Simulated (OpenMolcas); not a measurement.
How methods differ on BClO (boron chloride oxide)

BClO: 3 atoms, total charge 0, spin state singlet. As SMILES, `O=BCl`. The shape is that of a GFN2-xTB optimisation.

```xyz
3

O     1.0196    0.6062    0.6270
B     0.1131    0.0666    0.0695
Cl   -1.1326   -0.6728   -0.6965
```

Each level gives the energy change with the B2–Cl3 bond stretched from 1.639 to 2.048 Å (eV). The values are calculated.

```tsv
level	kind	program	value (eV)	less FCI/STO-3G
HF/STO-3G (restricted)	Hartree–Fock	OpenMolcas	1.00	+0.37
SVWN5/STO-3G (restricted)	LDA	OpenMolcas	0.96	+0.33
PBE/STO-3G (restricted)	GGA	OpenMolcas	0.77	+0.14
r2SCAN/STO-3G (restricted)	meta-GGA	OpenMolcas	0.86	+0.23
B3LYP/STO-3G (restricted)	global hybrid	OpenMolcas	0.77	+0.14
M06-2X/STO-3G (restricted)	hybrid meta-GGA	OpenMolcas	0.90	+0.27
B2PLYP/STO-3G (restricted)	double hybrid	OpenMolcas	0.78	+0.15
CISD/STO-3G (restricted)	coupled cluster or CI	OpenMolcas	0.70	+0.07
FCI/STO-3G	exact in the basis	OpenMolcas	0.63	0.00
```

FCI/STO-3G is exact within its basis and frozen core, so for wave-function methods in that basis the difference is their error; functionals converge differently with the basis, so for them it is only a difference. The first shape isn't each level's own minimum. The values span 0.63 to 1.00 eV. All rows use very small basis sets, so none should be taken for the real molecule's value.
